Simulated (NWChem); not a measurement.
# dichloromethane (CH2Cl2); SMILES ClCCl

```xyz
5

Cl     1.4776     0.0000     0.2145
C      0.0000     0.0000    -0.7559
Cl    -1.4776     0.0000     0.2145
H      0.0000     0.9015    -1.3789
H      0.0000    -0.9015    -1.3789
```
Atoms are numbered in this order, from 1.

Results from NWChem. All runs use the structure optimised with PBE0/def2-SVP.

For level B3LYP/3-21G:

```yaml
highest occupied level (eV): -8.47
orbital gap (eV): 8.31
dipole (D): 2.01
```

What are these values for level B3LYP/def2-SVP?


| Property | Value |
|---|---|
| highest occupied level (eV) | -8.10 |
| orbital gap (eV) | 8.48 |
| dipole (D) | 1.61 |
